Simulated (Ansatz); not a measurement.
H2Si–AsH2, quartet in cc-pVTZ: errors against UCCSDT(Q)

Geometry: that of the H2Si–AsH2, doublet, kept fixed. The doublet lies 5.9 eV lower here.

```tsv
atom	x (Å)	y (Å)	z (Å)
Si	-0.1246	0.0000	1.6820
As	0.0578	0.0000	-0.6674
H	0.5618	-1.2100	2.2225
H	0.5618	1.2100	2.2225
H	-0.9728	-1.1040	-0.8506
H	-0.9728	1.1040	-0.8506
```

Basis cc-pVTZ; Ansatz 0.2.0. Correlated methods freeze the noble-gas cores and the filled d shells of p-block atoms, which leaves 13 electrons in 114 orbitals. R marks a restricted (for open shells ROHF) determinant, U an unrestricted one. Active spaces: valence = (13e, 12o) chosen from the atoms' valence shells. No spin–orbit coupling is included, and no scalar relativity.

Full CI isn't at hand for all of this; UCCSDT(Q) serves as the reference, and is uncertain by about the last step of the cluster series. The frozen core follows each run's orbitals, which can shift R against U totals by a few meV for light atoms and by up to 0.1 eV past Ca.

```
UHF ⟨S²⟩                          : 3.770
T1 diagnostic (RCCSD)             : 0.0257
largest doubles amplitude (RCCSD) : 0.042
T1 diagnostic (UCCSD)             : 0.0214
```

```csv
level,E − E(RHF) (eV)
UHF,-0.1874
UMP2,-6.4560
UCCSD,-7.6535
UCCSD(T),-7.9302
```

Problem. Estimate how far UCCSDT(Q) in cc-pVTZ lies from UCCSD(T). The table doesn't fix it; the size of (T) and the diagnostics are the guide.

Solution. UCCSDT(Q) in cc-pVTZ lies 1.53 kcal/mol below UCCSD(T), which is 24 % of the (T) step (-6.38 kcal/mol). The diagnostics are small and the rest is a small part of (T), but (T) is large here. The miss exceeds 1 kcal/mol.

The other levels:

```csv
level,E − E(UCCSDT(Q)) (kcal/mol),share of correlation (%),wall time
UCCSDT,0.31,99.83,–
```

The correlation energy at UCCSDT(Q), counted from RHF, is -7.997 eV. That run took 99 s on 2 threads of AMD EPYC 7R13 with a shared H100 80 GB, shared host.

Run but not shown, since their state or frozen core can't be matched to the reference's or they repeat it: RHF, RMP2, RCCSD, RCCSD(T), BCCD(T), RCCSDT, RCCSDT(Q), CASSCF (valence space), NEVPT2 (valence space).

Times hold each run's SCF and search for its determinant on a shared host, so for small cases they say little of a method's own cost.

Natural occupations of CASSCF (valence space) about the gap: 1.977 1.973 1.971 1.009 1.001 0.995 0.035 0.026 0.020 0.019; effectively unpaired electrons, Σ n²(2−n)², 3.02.
